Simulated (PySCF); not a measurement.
# Relaxation of singlet H2SS

These are results of PySCF, PBE0, basis S def2-TZVP, H def2-TZVP (no relativity, density fitting), not measurements. A (50,194) grid was used.

A hand-made trigonal pyramidal start, of Cs symmetry, held to at least that symmetry:

Coordinates in bohr (charge 0 multiplicity 1):
```
S     0.0000   -1.7096    0.0000
S     0.1007    1.8418    0.0000
H    -1.5979   -2.0966   -1.9508
H    -1.5979   -2.0966    1.9508
```

Optimiser trace:
```tsv
step	E − E(last) (kJ/mol)	largest gradient (Eh/bohr)
0	32.51	0.05921
1	1.41	0.00809
2	0.06	0.00239
3	0.00	0.00058
4	0.00	0.00008
```

It ends at Cs with S–H 1.367 Å (×2), S–S 1.961 Å; H–S–H 89.3°, H–S–S 108.6° (×2). A frequency run shows a minimum. Other isomers or separated fragments may lie lower.
